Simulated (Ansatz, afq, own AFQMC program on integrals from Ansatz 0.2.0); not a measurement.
Integrals from Ansatz 0.2.0, then the random walk in our own AFQMC program (afq).

```yaml
crystal:
  periodic: [false, false, false]
  atoms:
    - {symbol: C, position_ang: [-0.010274, 0.000000, 0.519118]}
    - {symbol: C, position_ang: [-0.022208, 0.000000, -0.727238]}
    - {symbol: H, position_ang: [0.968474, -0.000003, 0.533528]}
    - {symbol: H, position_ang: [-0.290700, 0.796985, 0.973223]}
    - {symbol: H, position_ang: [-0.290706, -0.796983, 0.973223]}
basis:
  gaussian: {orbitals: cc-pVDZ}
magnetization: {spin_polarized: true, initial_magnetization: 1}
correlation: {method: ccsd_t, electrons: outside_noble_gas, hamiltonian_folder: ham}
```

```sh
$ ansatz run in.yaml --threads 1 --pin off --events-out ev --progress --plain --max-ram 1382MiB
```

Options of the walk:

```
--method phaseless --trial hf --walkers 120 --populations 1 --least-time 40 --time-step 0.005 --steps-per-block 20 --equilibration-blocks 112 --max-blocks 600 --target-error 0.0012000 --factor-cut 1e-05 --start spin_pure --seed 5297 --taylor-order 6
```

Times are imaginary, in 1/Eh. The walk had a cap of 1706 s.

afq prints:

```
orbitals 41  electrons 6 5  factors 343 of 392
reference energy -77.24255747 Eh
CCSD correlation -0.25279987 Eh in 15 cycles, weight of the determinant in the CISD state 0.8965
energy of the start -77.243085 Eh
 block  time / (1/Eh)  mean weight  energy / Eh
     1     0.100  1.0010  -77.307953
     2     0.200  1.0013  -77.357408
     3     0.300  1.0012  -77.382311
     4     0.400  1.0016  -77.405455
     5     0.500  1.0008  -77.417593
     8     0.800  1.0005  -77.449788
    18     1.800  1.0006  -77.481827
    69     6.900  0.9999  -77.496750
   120    12.000  0.9996  -77.496417
   137    13.700  1.0011  -77.469474
   171    17.100  0.9989  -77.506328
   222    22.200  1.0022  -77.534180
   273    27.300  0.9995  -77.505723
   324    32.400  0.9997  -77.477921
   375    37.500  0.9994  -77.500242
   426    42.600  0.9997  -77.496893
   477    47.700  0.9985  -77.516564
   511    51.100  1.0018  -77.535693
   528    52.800  1.0018  -77.521361
   579    57.900  1.0000  -77.515155
   630    63.000  1.0002  -77.521555
   681    68.100  1.0003  -77.493845
   698    69.800  0.9993  -77.500040
blocks merged  error / Eh  count
     1  0.000631  600
     2  0.000838  300
     4  0.001030  150
     8  0.001171  75
    16  0.001381  37
    32  0.001392  18
    64  0.001825  9
energy -77.503728 +/- 0.001392 Eh
(rows thinned)
```

The run passed its tests (sampling time, drift between the halves within three errors, error under three times the target), which doesn't prove that it has relaxed. The second half of the sampling lies below the first by 1.7 errors of their difference, so the energy may still be moving and its error bar be too small.

Against this walk (error 37.9 meV) on the same determinant: CCSD(T) 50.4 meV higher (within the noise), the released energy of a separate walk with a CISD trial 27.1 ± 40.9 meV higher (within the noise), a separate phaseless walk with a CISD trial and standard settings 42.9 ± 39.0 meV higher (within the noise). The error is statistical and leaves out the bias of the constraint.

Cautions: constraint bias not in the error; error above the target (37.9 against 32.7 meV).

The walk took 5.4 min on 1 thread of Intel(R) Xeon(R) 6975P-C (Granite Rapids), on a shared host. The log's last line is the phaseless energy.

A walk keeps the symmetry of its determinant, which the program's search chose and which needn't be the lowest solution, so a lower state of the same spin and another symmetry isn't excluded.
